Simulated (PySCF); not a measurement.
# What each rung costs, and what it gives

Saddle point of AlH$_{5}$O, closed shell (AlH₃ + H₂O → AlH₃O ([OH][AlH2]) + H₂; bonds formed: H2–H5; dative contacts that become bonds: Al1–O6; bonds broken: Al1–H2, H5–O6), PBE0-D4/def2-TZVP structure:

```xyz
7
angstrom
Al -0.3963 -0.6374 -0.0420
H 1.3608 -0.5217 0.1462
H -0.7695 -1.4446 -1.3461
H -1.0837 -0.8371 1.3713
H 1.0141 0.4669 -0.0542
O 0.0432 1.1515 -0.3652
H -0.1685 1.8225 0.2899
```

Barriers are electronic and count from the start structure reached by relaxing down the imaginary mode.

PySCF 2.14 with density fitting (its default auxiliary sets; JK sets also for MP2 and CCSD(T)); basis: as named in each row; cores frozen in the correlated methods. B3LYP uses VWN-RPA correlation. Extrapolation: Hartree–Fock as exp(−7.88 √X), correlation as X^−2.97.

Times are rough, for one single point on 4 threads of a shared host (Arm Neoverse V2).

The estimate by CCSD(T) at an estimated basis limit (MP2 extrapolated from triple and quadruple zeta, plus CCSD(T) − MP2 in triple zeta) is 67.6 kJ/mol.

```
   method       basis  time (s)  barrier (kJ/mol)  method less estimate
       HF      STO-3G   under 1             175.4                 107.8
 B3LYP-D4       6-31G         1              90.1                  22.5
  PBE0-D4    def2-SVP         2              62.3                  -5.3
      MP2  def2-QZVPP         2              61.6                  -6.0
   PBE-D4    def2-SVP         2              46.2                 -21.3
  CCSD(T)    def2-SVP         3              82.1                  14.5
    SPW92  def2-TZVPP         3              30.5                 -37.1
  PBE0-D4  def2-TZVPP         4              58.0                  -9.5
 B3LYP-D4  def2-TZVPP         4              60.2                  -7.4
 BHLYP-D4  def2-TZVPP         4              76.6                   9.1
   PBE-D4  def2-TZVPP         4              44.1                 -23.5
r2SCAN-D4  def2-TZVPP         9              49.5                 -18.1
  CCSD(T)  def2-TZVPP        51              70.7                   3.2
  wB97M-V  def2-TZVPP        66              67.1                  -0.4
```

All methods are single points on the PBE0-D4 structures.

The T1 diagnostic stays at or below 0.013.

The step is the kind of ligand exchange by which a precursor binds to a hydroxyl group, or is hydrolysed, in atomic layer deposition of oxides.

Labels in which every atom is bracketed show which atoms are joined, not bond orders.
